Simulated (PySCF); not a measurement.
## Mayer bond orders and bond lengths

Species: silicon dicarbide, C2Si (singlet state).
Atom-mapped SMILES: `[C:1]1#[C:2][Si:3]1`

Geometry (PBE0-D3(BJ)/def2-TZVP, Å), atoms numbered from 1 in this order:
```xyz
3
C2Si angstrom
C     -0.3579   -1.2297   -0.6150
C      0.4410   -0.4092   -0.0832
Si     1.0850   -2.1195    0.0903
```

Bond orders from the PBE0/pcSseg-2 density (PySCF). Geometry: PBE0-D3(BJ)/def2-TZVP; no solvent, vibrations or thermal averaging.

Problem. How far do the computed orders between heavy atoms stray from the drawn ones?

Solution. The largest departure is 1.143, at C1–C2 (drawn triple, 1.857). Drawn double or triple, more than 0.30 short of the drawn order: C1–C2 (1.857).

Problem. Set the Mayer orders of the bonds beside their lengths.

Solution. 
| bond | drawn as | length (Å) | Mayer order |
| --- | --- | --- | --- |
| C1–C2 | triple | 1.263 | 1.857 |
| C2–Si3 | single | 1.836 | 1.032 |
| Si3–C1 | single | 1.836 | 1.031 |

Problem. Sum the orders of all bonds at each heavy atom with more than one neighbour and set the sums beside the valence in the SMILES.

Solution. C1 2.888 (drawn 4), C2 2.889 (drawn 4), Si3 2.063 (drawn 2). Orders between atoms that aren't bonded are not in these sums.

For a closed shell the Mayer order of atoms A and B is Σ (PS)μν (PS)νμ over the basis functions μ on A and ν on B, with P the density and S the overlap matrix.
